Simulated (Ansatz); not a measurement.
CH4F2N2, SMILES NC(N)(F)F, a single point in a Gaussian basis

Program: the Ansatz DFT code, driven from Python.

Run as a notebook:

In [1]:
```python
import warnings

import ansatz as az
import numpy as np
```

In [2]:
```python
BASIS_SET = "6-31G*"
FUNCTIONAL = "REVPBE0"
```

In [3]:
```python
warnings.simplefilter("ignore", az.DeckWarning)
```

In [4]:
```python
molecule = (
    az.Crystal.molecule()
    .atom("N", (-0.5532, 0.9313, -0.4284))
    .atom("C", (0.2842, -0.0983, -0.2062))
    .atom("N", (-0.2069, -0.7574, 0.939))
    .atom("F", (0.3626, -0.9149, -1.2608))
    .atom("F", (1.5344, 0.3515, -0.0216))
    .atom("H", (-1.499, 0.5425, -0.5938))
    .atom("H", (-0.2988, 1.3605, -1.3344))
    .atom("H", (-0.0825, -0.0374, 1.6749))
    .atom("H", (0.5477, -1.4241, 1.2142))
)
```

In [5]:
```python
job = molecule.calculation()
job = job.basis(gaussian=BASIS_SET)
job = job.functional(FUNCTIONAL)
job = job.forces()
print(job.to_yaml())
out = job.run(threads=1, backend="cpu")
data = out.report
```
```text
crystal:
  periodic: [false, false, false]
  atoms:
    - { symbol: "N", position_ang: [-0.5532, 0.9313, -0.4284] }
    - { symbol: C, position_ang: [0.2842, -0.0983, -0.2062] }
    - { symbol: "N", position_ang: [-0.2069, -0.7574, 0.939] }
    - { symbol: F, position_ang: [0.3626, -0.9149, -1.2608] }
    - { symbol: F, position_ang: [1.5344, 0.3515, -0.0216] }
    - { symbol: H, position_ang: [-1.499, 0.5425, -0.5938] }
    - { symbol: H, position_ang: [-0.2988, 1.3605, -1.3344] }
    - { symbol: H, position_ang: [-0.0825, -0.0374, 1.6749] }
    - { symbol: H, position_ang: [0.5477, -1.4241, 1.2142] }
basis:
  gaussian:
    orbitals: "6-31G*"
hamiltonian:
  xc: revpbe0
output:
  forces: true
```

In [6]:
```python
data["n_occupied"], data["n_virtual"]
```
Out [6]:
```text
([21, 21], [62, 62])
```

In [7]:
```python
print("reference energy %16.6f eV" % data["reference_energy_ev"])
print("total energy     %16.6f eV" % data["free_energy_ev"])
print("occupied orbitals outside the frozen core (up, down):", data["n_occupied"], " frozen:", data["n_frozen"], " virtual:", data["n_virtual"])
```
```text
reference energy     -9511.097282 eV
total energy         -9511.097282 eV
occupied orbitals outside the frozen core (up, down): [21, 21]  frozen: 0  virtual: [62, 62]
```

In [8]:
```python
state = data["mean_field"]["state"]
print(f"mean field: {state['energy']['hartree']:.7f} Ha, <S^2> = {abs(state['spin_squared']):.4f}, stability: {state.get('stability', {}).get('kind')}")
```
```text
mean field: -349.5263783 Ha, <S^2> = 0.0000, stability: minimum
```

In [9]:
```python
symbols = [site.symbol for site in molecule.cartesian_sites]
forces = np.array(data["forces_ev_ang"])
print("largest force", round(float(np.linalg.norm(forces, axis=1).max()), 4), "eV/A, rms", round(float(np.sqrt((forces ** 2).mean())), 4))
```
```text
largest force 4.6365 eV/A, rms 1.2302
```

In [10]:
```python
charges = data["charge_distribution"]
print("dipole moment", round(4.803205 * float(np.linalg.norm(charges["dipole_moment_e_ang"])), 3), "D")
print("Mulliken:", [(s, round(q, 3)) for s, q in zip(symbols, charges["mulliken_charges_e"])])
```
```text
dipole moment 0.503 D
Mulliken: [('N', -0.743), ('C', 0.73), ('N', -0.743), ('F', -0.288), ('F', -0.292), ('H', 0.346), ('H', 0.33), ('H', 0.339), ('H', 0.322)]
```

Total energies depend on the basis set; only differences at equal settings carry meaning. The geometry is a force-field or estimated start, not a minimum of this method, and the basis set is short of its limit. Timing: 3.1 s on 1 thread of Arm Neoverse V2, on a shared host, peak memory 0.22 GiB.
